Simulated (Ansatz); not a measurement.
C$_{4}$H$_{4}$O$_{2}$, SMILES `C#CCOC=O`, relaxed with RKS PBE0-D4/def2-TZVP in Ansatz from a GFN2-xTB geometry. The force threshold is 0.005 eV/Å; the program also tests the step.

Charge 0, multiplicity 1.

Start:

```xyz
10

C     1.837    0.026    1.494
C     0.711    0.143    1.108
C    -0.627    0.290    0.568
O    -0.590    0.697   -0.811
C    -0.598   -0.259   -1.721
O    -0.663   -1.436   -1.531
H     2.813   -0.083    1.864
H    -1.161   -0.666    0.646
H    -1.170    1.077    1.100
H    -0.552    0.212   -2.718
```

```csv
step,energy (eV),largest force (eV/Å),largest move (Å)
1,-8298.8886,0.735,0.000
2,-8298.9010,0.398,0.016
3,-8298.9031,0.213,0.041
4,-8298.9038,0.387,0.058
5,-8298.9079,0.093,0.018
6,-8298.9084,0.069,0.005
7,-8298.9090,0.038,0.021
8,-8298.9092,0.026,0.012
9,-8298.9093,0.011,0.012
10,-8298.9093,0.013,0.000
11 (rejected),-8298.9092,0.056,0.007
12,-8298.9093,0.004,0.003
13,-8298.9093,0.008,0.009
14 (rejected),-8298.9089,0.157,0.003
15,-8298.9093,0.004,0.002
16,-8298.9093,0.002,0.011
```

End:

```xyz
10

C     1.826    0.006    1.493
C     0.715    0.135    1.064
C    -0.636    0.298    0.559
O    -0.651    0.721   -0.811
C    -0.588   -0.256   -1.721
O    -0.541   -1.426   -1.493
H     2.815   -0.116    1.870
H    -1.190   -0.639    0.656
H    -1.155    1.084    1.107
H    -0.595    0.194   -2.724
```

It took 37 s on 2 threads of an AMD EPYC 7R13 on a shared host and a share of an NVIDIA H100 80 GB, with 0.82 GiB of host memory at the peak.
